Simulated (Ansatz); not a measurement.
# H6O3: the cost of one run

Program: Ansatz 0.2.0. Level of theory: the levels named in each step. These are calculated values, not measurements.

## 1. The system as given

Bond lengths: O1–H4 0.958 Å, O1–H5 0.972 Å, O2–H6 0.958 Å, O2–H7 0.974 Å, O3–H8 0.958 Å, O3–H9 0.975 Å. Angles: H4–O1–H5 106.6°, H6–O2–H7 106.1°, H8–O3–H9 106.3°.

Structure file:

```xyz
9

O    -1.4496    0.3175   -0.6244
O     1.2107    1.0000   -0.2763
O     0.2346   -1.2934    0.9202
H    -1.8687   -0.1792   -1.3286
H    -1.1608   -0.3319    0.0390
H     1.2890    1.8021    0.2426
H     0.2949    0.9805   -0.6068
H     0.7101   -2.0985    0.7103
H     0.8046   -0.5558    0.6335
```

## 2. A rough first relaxation, PBE-D4/def2-SVP

Contents of input.yaml:

```yaml
crystal:
  periodic: [false, false, false]
  atoms:
    - { symbol: O, position_ang: [-1.44963, 0.31747, -0.62439] }
    - { symbol: O, position_ang: [1.21065, 1.00003, -0.2763] }
    - { symbol: O, position_ang: [0.23464, -1.29338, 0.92021] }
    - { symbol: H, position_ang: [-1.86874, -0.1792, -1.3286] }
    - { symbol: H, position_ang: [-1.16085, -0.33186, 0.03904] }
    - { symbol: H, position_ang: [1.28898, 1.80208, 0.24264] }
    - { symbol: H, position_ang: [0.29493, 0.98045, -0.60679] }
    - { symbol: H, position_ang: [0.71013, -2.0985, 0.7103] }
    - { symbol: H, position_ang: [0.80457, -0.55584, 0.63346] }
basis:
  gaussian: { orbitals: def2-SVP }
hamiltonian:
  xc: pbe
  dispersion: d4
relax:
  f_tol: 0.03
  max_steps: 200
```

On the command line:

```
$ ansatz run input.yaml --threads 2 --pin off --max-ram 5120MiB --backend cpu --events-out ev --progress --plain --runs-dir out
```

**Question.** How long does this run take on 2 threads of Intel Xeon 6975P-C (Granite Rapids), shared host, and how much memory does it need?

About 2.6 s, with a peak of 0.14 GiB.
